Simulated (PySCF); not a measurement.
Species: (2R,3S)-2,3-dimethylthiirane, C4H8S.
InChI=1S/C4H8S/c1-3-4(2)5-3/h3-4H,1-2H3/t3-,4+

The calculation used PBE0-D3(BJ)/def2-TZVP geometry optimisation, gas phase (PySCF).

Masses are those of the commonest isotopes; rigid-rotor values at the optimised geometry. 

Question: Give the principal moments of inertia and the rotational constants in MHz.

Answer: Ia = 113.43, Ib = 116.57, Ic = 191.58 u·Å²; 505379 MHz·u·Å²/I gives A = 4455, B = 4335, C = 2638 MHz.

Question: What kind of rotor is it?

Answer: An asymmetric top. Ray's parameter κ = (2B − A − C)/(A − C) = 0.868; −1 is the prolate and +1 the oblate limit.

Question: What does the inertial defect say?

Answer: Not planar: Δ = Ic − Ia − Ib = -38.42 u·Å². For a rigid frame Δ = −2 Σ m c², so Σ m c² = 19.21 u·Å² lies off the ab plane: 8.38 from hydrogen and 10.84 from heavier atoms. The atom farthest from that plane is 1.52 Å away.

Question: Give the other two planar moments, Paa and Pbb, and the rms extents of the mass along the axes.

Answer: Paa = Σ m a² = (Ib + Ic − Ia)/2 = 97.36 and Pbb = Σ m b² = (Ia + Ic − Ib)/2 = 94.22 u·Å². With the mass M = 88.03 u, the rms extents √(P/M) along a, b and c are 1.05, 1.03, 0.47 Å.

Question: Which types of transition are allowed, and where do some lines up to J = 2 fall?

Answer: The dipole components are |μa| = 2.01 D, |μb| = 0.05 D, |μc| = 0.79 D. Intensities carry the squares of the components, which stand as 1.00 : 0.00 : 0.16 (a : b : c). Some lines, for components of 0.1 D or more:

```tsv
type	branch	J(Ka,Kc)	MHz	lower level (cm⁻¹)
c	Q	2(2,1) ← 2(1,1)	360	0.815
a	Q	2(2,0) ← 2(2,1)	1583	0.827
a	Q	1(1,0) ← 1(1,1)	1697	0.237
a	Q	2(1,1) ← 2(1,2)	5092	0.645
a	R	1(0,1) ← 0(0,0)	6973	0.000
c	R	1(1,0) ← 0(0,0)	8791	0.000
a	R	2(1,2) ← 1(1,1)	12249	0.237
a	R	2(0,2) ← 1(0,1)	12363	0.233
a	R	2(1,1) ← 1(1,0)	15644	0.293
c	R	2(1,1) ← 1(0,1)	17461	0.233
c	R	2(2,0) ← 1(1,0)	17588	0.293
c	R	2(2,1) ← 1(1,1)	17702	0.237
```

Question: Estimate the classical rotational partition function at 25 K, 50 K and 100 K.

Answer: Point group Cs, symmetry number σ = 1; q = (√π/σ)·√((kT/h)³/(ABC)), k/h = 20836.6 MHz/K: 2950 at 25 K, 8350 at 50 K, 23600 at 100 K.

Not checked by PBE0-D3(BJ)/def2-TZVP frequencies. No vibrational averaging or centrifugal distortion is included, and the geometry carries the error of its method. A rigid rotor knows nothing of internal rotation, which can split or shift real lines.
